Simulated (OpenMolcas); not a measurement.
## SiH2O (oxosilane): methods side by side

The species is SiH2O (4 atoms), meant as a singlet with charge 0. SMILES: `O=[SiH2]`. The shape is that of a PBE0-D4/def2-TZVP optimisation.

Each level gives the HOMO–LUMO gap (eV). The values are calculated.

```
            level             kind     program  value (eV)  CPU time
    HF/def2-TZVPP     Hartree–Fock  OpenMolcas       13.02      11 s
 SVWN5/def2-TZVPP              LDA  OpenMolcas        3.59      26 s
  BLYP/def2-TZVPP              GGA  OpenMolcas        3.69      33 s
 M06-L/def2-TZVPP         meta-GGA  OpenMolcas           ?      40 s
  TPSS/def2-TZVPP         meta-GGA  OpenMolcas           ?      40 s
r2SCAN/def2-TZVPP         meta-GGA  OpenMolcas        4.21      39 s
M06-2X/def2-TZVPP  hybrid meta-GGA  OpenMolcas        8.51      40 s
B2PLYP/def2-TZVPP    double hybrid  OpenMolcas        8.69      24 s
```

Estimate what the levels marked ? give.

As computed at these levels: M06-L/def2-TZVPP: 4.30 eV; TPSS/def2-TZVPP: 3.95 eV. The values span 3.59 to 13.02 eV. Orbital gaps aren't excitation energies, and those of double hybrids come from the SCF part alone; they tend to grow with the share of exact exchange. Times are those of the runs behind each value, whatever else they computed, on shared processors of several kinds: orders of magnitude only.
